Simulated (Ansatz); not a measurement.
A calculation on 1T (CdI2-type) TiS₂ returned lattice constant a 3.410 Å, lattice parameter c 6.544 Å.

For reference: lattice constant a 3.407 Å (measured, temperature not stated, not corrected to a static lattice; as tabulated in Chianelli et al. (1975), doi:10.1016/0025-5408(75)90100-2); lattice parameter c 5.695 Å (measured, temperature not stated, no zero-point or thermal correction; as tabulated in Chianelli et al. (1975), doi:10.1016/0025-5408(75)90100-2).

**Question.** Which level of theory produced these numbers?
A. rVV10 (Ansatz, a program for electronic structure)
B. PBE0-D4 (Ansatz)
C. PBE0 (Ansatz)
D. PBEsol (Ansatz)

**Answer.** C, PBE0 (Ansatz)

The others give: rVV10 3.440 Å, 5.716 Å; PBE0-D4 3.378 Å, 5.681 Å; PBEsol 3.352 Å, 5.637 Å.

Unless a cell is named, each level is at its own relaxed cell (PBE0 21.96, PBE0-D4 18.72, PBEsol 18.28, rVV10 19.52 Å³/atom).

Caveats: hybrids on metals are sensitive to the k mesh and can open a false gap (PBE0-D4); the cell comes from a level without a dispersion term, which matters for the spacing of layers, chains or molecules (PBEsol, PBE0). Ansatz's density-functional and Hartree–Fock values are scalar-relativistic unless marked +SOC, with PAW data made under PBE.
